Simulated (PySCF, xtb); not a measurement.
methanethiol (CH4S), SMILES CS.

Harmonic wavenumbers (cm⁻¹) from GFN2-xTB in xtb at its own minimum, in rising order: 233, 725, 780, 949, 1030, 1321, 1450, 1454, 2436, 3033, 3039, 3064.

**Question.** What does PBE-D3(BJ)/def2-TZVP in PySCF give at its own minimum? (An estimate is asked for; the answer gives what the named calculation found.)

**Answer.** 237, 693, 779, 939, 1060, 1305, 1422, 1436, 2614, 2987, 3072, 3077. Paired by order, the mean absolute difference is 34 cm⁻¹ and the zero-point energies are 27.9 and 28.0 kcal/mol.
